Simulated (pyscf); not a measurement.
## Four-centre exchange: `[OH][Sb]([OH])[OH]` + `[FH]` -> `[OH][Sb]([OH])[F]` + `[OH2]`

Gas phase, singlet surface, charge 0. Bonds broken: Sb1–O2, F8–H9. Bonds formed: Sb1–F8, O2–H9. Optimised with ωB97X-D3(BJ)/def2-SVP in PySCF.

Transition state (Å):

```xyz
9

Sb    -1.3146     0.4697     1.0944
O     -0.1366     1.4371    -0.4603
O      0.0079    -0.9428     1.4409
O     -2.1252    -0.7343    -0.2464
H      0.2598     0.8111    -1.0830
H      0.7622    -0.5088     1.8689
H     -1.5600    -1.5080    -0.3877
F      0.6208     1.6255     1.6633
H      0.5209     1.6739     0.4118
```

One imaginary mode, 362i cm⁻¹; descent along it reached the two sides named, in the forms told below.

```json
[
 {"bond": "Sb1–O2", "change": "breaks", "reactant side (Å)": "2.033", "saddle": "2.177", "product side": "2.585"},
 {"bond": "F8–H9", "change": "breaks", "reactant side (Å)": "0.965", "saddle": "1.256", "product side": "2.140"},
 {"bond": "Sb1–F8", "change": "forms", "reactant side (Å)": "2.9", "saddle": "2.325", "product side": "1.962"},
 {"bond": "O2–H9", "change": "forms", "reactant side (Å)": "1.580", "saddle": "1.118", "product side": "0.970"}
]
```

Electronic energies relative to the separated reactants (eV):

```csv
level,barrier,reaction energy,reverse barrier
ωB97X-D3(BJ)/def2-TZVP,-0.18,-0.43,0.25
PBE/def2-TZVP,-0.33,-0.46,0.13
r²SCAN/def2-TZVP,-0.31,-0.45,0.14
B3LYP-D3(BJ)/def2-TZVP,-0.21,-0.45,0.23
PBE0-D3(BJ)/def2-TZVP,-0.22,-0.41,0.19
M06-2X/def2-TZVP,-0.17,-0.42,0.24
ωB97M-D3(BJ)/def2-TZVP,-0.16,-0.45,0.28
HF/def2-TZVP,0.47,-0.48,0.95
```

With ωB97M-D3(BJ)/def2-TZVP energies and thermal terms (ideal gas, 1 atm, RRHO with modes under 100 cm⁻¹ raised to 100, one conformer, R ln 2 for chiral ones without a mode under 150 cm⁻¹), in eV:

```
T (K)    ΔH‡   ΔG‡     ΔH     ΔG
-----  -----  ----  -----  -----
298    -0.16  0.35  -0.43  -0.45
600    -0.19  0.88  -0.45  -0.45
900    -0.20  1.41  -0.47  -0.45
1200   -0.18  1.95  -0.49  -0.44
```

On the reactant side the descent ends in a bound adduct, 0.53 eV under the separated species and 0.36 eV under the saddle at ωB97X-D3(BJ)/def2-TZVP. On the product side the descent ends in a bound adduct, 0.46 eV under the separated species and 0.71 eV under the saddle at ωB97X-D3(BJ)/def2-TZVP. At ωB97X-D3(BJ), PBE, r²SCAN, B3LYP-D3(BJ), PBE0-D3(BJ), M06-2X, ωB97M-D3(BJ) the saddle lies under the separated reactants, which points to a path from their complex (located at ωB97X-D3(BJ) alone). This is the saddle that the search found; another between the same sides may lie lower. Elements past Kr carry the def2 core potentials, without spin-orbit coupling.
